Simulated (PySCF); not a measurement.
A GIAO shielding run with PySCF (density fitting, non-relativistic, gas phase) on `c1(F)ccn[n-]1`, [C$_{3}$H$_{2}$FN$_{2}$]-:

```
{"job": {"kind": "nmr", "xc": "PBE0", "basis": "pcSseg-2", "pop": false}, "charge": -1, "multiplicity": 1}
F      2.232815     0.234735     0.836209
C      0.973765    -0.084525     0.457273
C      0.106544     0.723277    -0.283019
C     -1.021698    -0.119233    -0.354382
N     -0.804767    -1.277494     0.281807
N      0.450569    -1.249405     0.790403
H      0.273262     1.720059    -0.689802
H     -1.983058     0.076731    -0.843442
```

Hardware: 1 thread of an x86-64 server CPU, shared host.

(1) How large is the calculation?

(2) How long does it take?

(3) And these other runs on the same molecule and hardware: GIAO shielding at PBE0/pcSseg-1; spin–spin coupling at B3LYP/pcJ-1?

Answers

(1) 44 electrons, 244 basis functions and 644 auxiliary functions.

(2) 18 s of wall time, with 14 SCF cycles and 5 response iterations. Times on a shared host scatter by some tens of per cent.

(3) PBE0/pcSseg-1: 112 functions, 6.3 s; B3LYP/pcJ-1: 182 functions, 19 s.
